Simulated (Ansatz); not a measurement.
C$_{2}$H$_{6}$B, SMILES `[BH]CC` radical. The species carries charge 0 and has multiplicity 2.

Cartesian coordinates in Å:
```
B 0.535 -1.133 1.059
C 0.280 -0.308 -0.212
C -0.626 0.916 -0.134
H 1.213 -2.112 1.171
H 1.277 -0.035 -0.597
H -0.091 -1.025 -0.965
H -0.724 1.410 -1.104
H -0.236 1.646 0.577
H -1.627 0.639 0.204
```

(1) List the harmonic frequencies (cm⁻¹, unscaled) at PBE0-D4/def2-TZVP in Ansatz. (Estimate.)

(2) Is this a minimum?

(3) Give the ideal-gas thermochemistry at 298.15 K and 1 bar (rigid rotor, harmonic oscillator; point group Cs, symmetry number 1).

(4) And at 400, 500, 600, 800 and 1000 K?

## Answers

(1) Ansatz gave: 72, 246, 339, 489, 747, 904, 921, 1024, 1092, 1237, 1303, 1379, 1408, 1492, 1494, 2627, 2975, 3005, 3051, 3122, 3129.

(2) Yes, all 21 modes are real.

(3) Zero-point energy 191.7 kJ/mol; H(298) − E = 207.4 kJ/mol; entropy 289.7 J/(mol·K), of which translation 155.1, rotation 93.0, vibration 35.8, electronic 5.8; G(298) − E = 121.1 kJ/mol. Modes under 100 cm⁻¹ are hindered rotations or soft bends, so the harmonic entropy is rough.

(4) 
```tsv
T (K)	H − E (kJ/mol)	S (J/mol/K)	G − E (kJ/mol)
400	215.7	313.6	90.3
500	225.4	335.1	57.9
600	236.5	355.2	23.3
800	261.7	391.5	-51.4
1000	290.5	423.5	-133.0
```
